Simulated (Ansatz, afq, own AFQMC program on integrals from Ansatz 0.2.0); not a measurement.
AFQMC on a folder of integrals that Ansatz 0.2.0 wrote.

```yaml
crystal:
  periodic: [false, false, false]
  atoms:
    - {symbol: S, position_ang: [0.000000, 0.000000, 0.000000]}
basis:
  gaussian: {orbitals: 6-31G}
magnetization: {spin_polarized: true, initial_magnetization: 2}
correlation: {method: ccsd_t, electrons: outside_noble_gas, hamiltonian_folder: ham}
```

```sh
$ ansatz run in.yaml --threads 1 --pin off --events-out ev --progress --plain --max-ram 1382MiB
```

Options of the walk:

```
--method phaseless --trial cisd --walkers 200 --populations 1 --least-time 40 --time-step 0.005 --steps-per-block 50 --equilibration-blocks 28 --max-blocks 300 --target-error 0.00029 --factor-cut 1e-05 --start spin_pure --seed 2449 --release-times 0.24,0.5,1,1.5 --release-step 0.02 --release-every 4 --taylor-order 6
```

Times are imaginary, in 1/Eh. The walk had a cap of 340 s.

Log:

```
orbitals 8  electrons 4 2  factors 29 of 59
reference energy -397.47141421 Eh
CCSD correlation -0.02291625 Eh in 8 cycles, weight of the determinant in the CISD state 0.9853
energy of the start -397.494330 Eh
 block  time / (1/Eh)  mean weight  energy / Eh
     1     0.250  1.0003  -397.494346
     2     0.500  0.9998  -397.494372
     3     0.750  1.0000  -397.494434
     4     1.000  0.9998  -397.494478
     5     1.250  1.0002  -397.494520
     7     1.750  1.0000  -397.494836
     9     2.250  1.0003  -397.494764
    13     3.250  1.0002  -397.494617
    21     5.250  0.9998  -397.494925
    29     7.250  1.0001  -397.494458
    37     9.250  1.0001  -397.494451
    45    11.250  0.9999  -397.494449
    53    13.250  1.0002  -397.494462
    61    15.250  1.0000  -397.494702
    69    17.250  1.0009  -397.494358
    77    19.250  1.0000  -397.494765
    81    20.250  0.9998  -397.494853
    85    21.250  1.0003  -397.494473
    93    23.250  1.0000  -397.494580
   101    25.250  1.0003  -397.494663
   109    27.250  0.9999  -397.494441
   117    29.250  1.0000  -397.494478
   125    31.250  0.9998  -397.494650
   133    33.250  1.0000  -397.494447
   141    35.250  1.0004  -397.494423
   149    37.250  0.9997  -397.494355
   157    39.250  0.9997  -397.494521
   165    41.250  0.9998  -397.494556
   169    42.250  1.0004  -397.494329
   173    43.250  0.9995  -397.494420
   181    45.250  0.9997  -397.494546
   185    46.250  1.0007  -397.494383
blocks merged  error / Eh  count
     1  0.000010  160
     2  0.000012  80
     4  0.000015  40
     8  0.000018  20
    16  0.000021  10
released: time / (1/Eh)  energy / Eh  error  mean overlap
  0.24  -397.494551  0.000019  1.0040
  0.50  -397.494561  0.000015  1.0028
  1.00  -397.494550  0.000016  1.0055
  1.50  -397.494565  0.000014  1.0098
energy -397.494532 +/- 0.000018 Eh
(rows thinned)
```

The run passed its tests (sampling time, drift between the halves within three errors, error under three times the target), which doesn't prove that it has relaxed. The second half of the sampling lies above the first by 2.8 errors of their difference, so the energy may still be moving and its error bar be too small.

Against this walk (error 0.5 meV) on the same determinant: CCSD(T) 0.4 meV higher (within the noise), CCSDT(Q) 0.9 meV lower (within the noise), CCSDTQ 0.8 meV lower (within the noise), full CI (a separate run on its own orbitals, whose frozen core shifts it by up to a few meV) 0.8 meV lower (within the noise). The error is statistical and leaves out the bias of the constraint. Released to 1.50 1/Eh the energy moves by -0.9 ± 0.6 meV (both errors), within twice the noise.

Cautions: constraint bias not in the error; full CI with its own frozen core.

The walk took 35 s on 1 thread of Arm Neoverse V1 (shared host). The log's last line is the phaseless energy.

CCSDT and higher add their correlation energy to the determinant of the CCSD(T) run, since their own runs factorise the integrals more tightly (a shift of under 2 meV). A walk keeps the symmetry of its determinant, which the program's search chose and which needn't be the lowest solution, so a lower state of the same spin and another symmetry isn't excluded.
